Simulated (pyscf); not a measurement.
Single points on ωB97X-D3(BJ)/def2-SVP structures (PySCF, gas phase).

### Question
PBE/def2-TZVP puts the barrier of F–SiH₃ + H• → F–SiH₂• + H₂ (hydrogen abstraction; doublet surface; H–Si broken, H–H formed) at 0.4 kcal/mol and the reaction energy at -12.3 kcal/mol, from the separated reactants. What do B3LYP-D3(BJ)/def2-TZVP, M06-2X/def2-TZVP, ωB97M-D3(BJ)/def2-TZVP give on the same structures?

### Answer
B3LYP-D3(BJ): ΔE‡ = 1.0 kcal/mol, ΔE = -12.8 kcal/mol; M06-2X: ΔE‡ = 6.7 kcal/mol, ΔE = -11.6 kcal/mol; ωB97M-D3(BJ): ΔE‡ = 5.8 kcal/mol, ΔE = -9.0 kcal/mol. PBE's barrier lies under all of them, by 0.6 to 6.3 kcal/mol. Its reaction energy lies among theirs. This is the saddle that the search found; another between the same sides may lie lower. The angle at the transferred H is 178°.
